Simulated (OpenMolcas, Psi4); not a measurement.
From OpenMolcas to Psi4

OpenMolcas 26.06 runs this on singlet CH5Si+:

calc.input:
```
&GATEWAY
BASLIB=$CurrDir
COORD
7
angstrom
C       -0.122600      -0.803200       0.095200
Si       0.176200       1.034800       0.314000
H       -0.204800      -1.054900      -0.966600
H        0.699200      -1.383300       0.519500
H       -1.047100      -1.107700       0.589500
H       -0.951500       1.846400      -0.225700
H        1.450600       1.468000      -0.326000
BASIS=aug-cc-pVDZ
GROUP=NoSym
&SEWARD
&SCF
CHARGE=1
THRESHOLDS=1e-10 1e-07 1e-07 1e-05
PRORBITALS=1 2
&MBPT2
FROZEN=6
```

```bash
$ export MOLCAS_MEM=1860
$ pymolcas calc.input > calc.log
```

(Basis files named in the input come from the Basis Set Exchange and aren't shown.)

Geometry: relaxed at PBE0-D4/def2-TZVP. That shape belongs to the parent species and isn't relaxed for this state.

It gives a total energy of -329.625072 Eh.

Task: How is this level of theory, on these atoms, set up in Psi4 1.11 as a QCSchema file?

Result: This input was run:

input.json:
```json
{
  "schema_name": "qcschema_input",
  "schema_version": 1,
  "molecule": {
    "schema_name": "qcschema_molecule",
    "schema_version": 2,
    "symbols": ["C", "Si", "H", "H", "H", "H", "H"],
    "geometry": [-0.23168042, -1.51782802, 0.17990193, 0.33296974, 1.95548859, 0.593374, -0.38701591, -1.99347209, -1.82660927, 1.32129651, -2.61405815, 0.98171272, -1.97873223, -2.09324963, 1.11399355, -1.79807441, 3.48919032, -0.42651119, 2.74123672, 2.77411795, -0.61605072],
    "molecular_charge": 1,
    "molecular_multiplicity": 1,
    "fix_symmetry": "c1",
    "fix_com": true,
    "fix_orientation": true
  },
  "driver": "energy",
  "model": {
    "method": "mp2",
    "basis": "aug-cc-pVDZ"
  },
  "keywords": {
    "puream": true,
    "e_convergence": 1e-09,
    "d_convergence": 1e-08,
    "scf_type": "pk",
    "num_frozen_docc": 6,
    "mp2_type": "conv"
  }
}
```

```bash
$ psi4 --qcschema input.json -n 1 --memory 2200MB
```

Its energy is -329.625072 Eh, the same as the first but for the last digit, at most.
